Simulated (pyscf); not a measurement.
## Four-centre exchange: H₂Ga–AsH₂ (SMILES [GaH2][AsH2]) + H₂O (SMILES O) -> AsH₃ (SMILES [AsH3]) + HO–GaH₂ (SMILES [OH][GaH2])

Gas phase, singlet surface, charge 0. Bonds broken: As1–Ga2, O7–H8. Bonds formed: As1–H8, Ga2–O7. Structures and frequencies: ωB97X-D3(BJ)/def2-SVP in PySCF.

Transition state (Å):

```xyz
9

As    -0.2559    -1.4003     0.1981
Ga     1.5366     0.3466     0.4365
H     -0.1938    -2.8344     0.6277
H     -1.2239    -1.4660    -0.9442
H      2.8085    -0.2611     1.1023
H      1.4518     1.3504    -0.7619
O      0.2214     0.8113     1.7953
H     -0.5850    -0.2395     1.3716
H     -0.1408     1.7068     1.7980
```

One imaginary mode, 1200i cm⁻¹; descent along it reached the two sides named, in the forms told below.

```csv
bond,change,reactant side (Å),saddle,product side
As1–Ga2,breaks,2.421,2.514,2.7
O7–H8,breaks,0.969,1.391,3.4
As1–H8,forms,3.0,1.683,1.505
Ga2–O7,forms,2.189,1.947,1.823
```

Electronic energies relative to the separated reactants (kcal/mol):

```
level                   barrier  reaction energy  reverse barrier
----------------------  -------  ---------------  ---------------
ωB97X-D3(BJ)/def2-TZVP     10.1             +0.6              9.6
PBE/def2-TZVP               8.1             -2.2             10.3
r²SCAN/def2-TZVP            7.1             -3.3             10.4
B3LYP-D3(BJ)/def2-TZVP     10.9             -3.1             14.0
PBE0-D3(BJ)/def2-TZVP       9.3             -0.5              9.9
M06-2X/def2-TZVP            9.5             -3.9             13.4
ωB97M-D3(BJ)/def2-TZVP     12.7             -3.2             15.9
HF/def2-TZVP               24.9             -4.8             29.7
```

With ωB97M-D3(BJ)/def2-TZVP energies and thermal terms (ideal gas, 1 atm, RRHO with modes under 100 cm⁻¹ raised to 100, one conformer, R ln 2 for chiral ones without a mode under 150 cm⁻¹), in kcal/mol:

```csv
T (K),ΔH‡,ΔG‡,ΔH,ΔG
298,10.8,21.5,-4.8,-4.4
600,11.0,32.4,-5.2,-3.8
900,11.7,43.0,-5.2,-3.0
1200,12.6,53.3,-5.1,-2.3
```

On the reactant side the descent ends in an adduct with a Ga–O contact, 15.7 kcal/mol under the separated species and 25.9 kcal/mol under the saddle at ωB97X-D3(BJ)/def2-TZVP. On the product side the descent ends in an adduct with a As–Ga contact, 12.1 kcal/mol under the separated species and 21.6 kcal/mol under the saddle at ωB97X-D3(BJ)/def2-TZVP. What is counted as formed (Ga–O) is already present as a longer contact in the reactant adduct; forming that adduct is a step of its own. What is counted as broken (As–Ga) persists as a longer contact in the product adduct; parting that adduct is a step of its own. One saddle was located; it need not be the lowest between these sides. Elements up to Kr have no core potential and no relativistic terms here.
